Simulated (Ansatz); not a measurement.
## How far each method lies from full CI for H$_{2}$S, singlet

Geometry: a point of a stretch scan, not a stationary point.

```xyz
3

S     0.0000   -0.0499    0.0052
H     0.0000    0.8792   -0.9620
H     0.0000    0.7093    0.7956
```

Basis 6-31G; Ansatz 0.2.0. Only valence electrons are correlated (noble-gas cores frozen), which leaves 8 electrons in 12 orbitals. R marks a restricted (for open shells ROHF) determinant. Active spaces: pair = (2e, 2o) about the gap; valence = (8e, 6o) chosen from the atoms' valence shells.

Full CI is exact within this basis and frozen core; it isn't the basis-set limit.

```
UHF ⟨S²⟩                          : 0.000
T1 diagnostic (RCCSD)             : 0.0054
largest doubles amplitude (RCCSD) : 0.057
```

```tsv
level	E − E(RHF) (eV)
RMP2	-1.4617
RCCSD	-1.8429
RCCSD(T)	-1.8578
```

Question: Estimate how far full CI in 6-31G lies from RCCSD(T). The table doesn't fix it; the size of (T) and the diagnostics are the guide.

Answer: Full CI in 6-31G lies 0.15 mEh below RCCSD(T), which is 28 % of the (T) step (-0.55 mEh). The diagnostics give no warning, yet the rest is a sizeable part of (T).

The other levels:

```tsv
level	E − E(full CI) (mEh)	share of correlation (%)	wall time
CISD	2.45	96.42	0.15 s
BCCD(T)	0.16	99.77	0.18 s
RCCSDT	0.03	99.95	–
CISDTQ	0.05	99.93	0.57 s
RCCSDT(Q)	0.01	99.99	0.36 s
RCCSDTQ	0.00	100.00	1 s
CASSCF (pair space)	50.05	26.86	–
NEVPT2 (pair space)	10.34	84.89	0.18 s
MRCISD (pair space)	1.43	97.92	–
MRCISD+Q (pair space)	0.14	99.80	0.3 s
CASSCF (valence space)	33.69	50.76	–
NEVPT2 (valence space)	9.25	86.48	0.21 s
MRCISD (valence space)	0.94	98.62	–
MRCISD+Q (valence space)	0.34	99.51	0.48 s
```

The correlation energy at full CI, counted from RHF, is -1.862 eV. That run took 0.84 s on 1 thread of Arm Neoverse V1, shared host over 122,625 determinants.

Times hold each run's SCF and search for its determinant on a shared host, so for small cases they say little of a method's own cost; they ran on 1 thread of Arm Neoverse V1. Some runs computed forces too.

The full-CI state has the irrep A' of Cs, in the program's axes.

Natural occupations of full CI about the gap: 1.990 1.985 1.979 1.965 0.033 0.017 0.012 0.009 0.005 0.004; effectively unpaired electrons, Σ n²(2−n)², 0.01.
